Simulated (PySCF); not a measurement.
**Structure revision by computed shifts**

A compound C4H8O2 gives the data below (simulated from a calculation) and was assigned the structure `CC(C)C(=O)O`.

¹³C{¹H} NMR (computed): δ 178.3 (C), 37.5 (CH2), 21.9 (CH2), 15.6 (CH3).

¹H NMR (400 MHz, computed): δ 6.08 (br s, 1H), 2.28 (t, 2H), 1.64 (m, 2H), 1.02 (t, 3H).

Method: shielding tensors at PBE0/pcSseg-1 (GIAO), structure optimised with GFN2-xTB, in PySCF (fast rotation and ring inversion assumed for equivalent nuclei, one conformer, non-relativistic Hamiltonian, isolated molecule).

δ = σ(ref) − σ, references computed at the same level: TMS for ¹H (σ = 31.72 ppm), ¹³C (σ = 186.93 ppm).

Q: Compare with the shifts computed for the proposed structure, pairing carbons in order of shift.

A: Structure with atom numbers: `[CH3:1][CH:2]([CH3:3])[C:4](=[O:5])[OH:6]`; H(Xn) means a hydrogen on atom n.

```
atom  computed for proposal  given list  difference
  C4                  182.5       178.3        +4.2
  C2                   36.4        37.5        -1.1
  C1                   21.7        21.9        -0.2
  C3                   21.7        15.6        +6.1
```

The rms difference is 3.7 ppm and the largest +6.1 ppm at C3 (methyl carbon). The proposal also would give 3 carbon signals, not 4. The carbon types in order of shift don't match either: C, CH, CH3, CH3 for the proposal against C, CH2, CH2, CH3 in the data. The proposal doesn't fit.

Q: Which isomer fits?

A: SMILES CCCC(=O)O.

1. Carbon types of the structure: 1 × C, 2 × CH2, 1 × CH3, leaving 1 H on heteroatoms.
2. δC 178.3: carboxylic acid carbon; it is a carbonyl in resonance with an O or N lone pair, the region of acids, esters and amides.
3. δC 21.9: sp3 CH2; a saturated carbon with 2 carbon neighbours and no heteroatom attached.
4. δH 2.28: hydrogen on an sp3 CH2 α to a carbonyl; α to C=O.
5. δH 1.02: hydrogen on a methyl carbon; far from electronegative atoms and π systems.

The shifts were computed for this structure.

Exchangeable OH/NH protons stand at their gas-phase positions; hydrogen bonding in a real sample shifts them, mostly to higher δ. Shifts are as computed. Against solution values, carbons near 30 ppm lie about +3 ppm off and those near 130 ppm about +5 ppm. Of 1211 compounds with measured shifts, 218 miss one by over three times the rms of a fit or turn the order of signals round; such compounds aren't used in these exercises. Hydrogen bonding in solution deshields acid and N–H amide carbonyl carbons by as much as 10 ppm beyond these values. Multiplicities follow the n + 1 count of equivalent neighbours, as no J values were calculated; m marks all less simple cases, F and P coupling included.
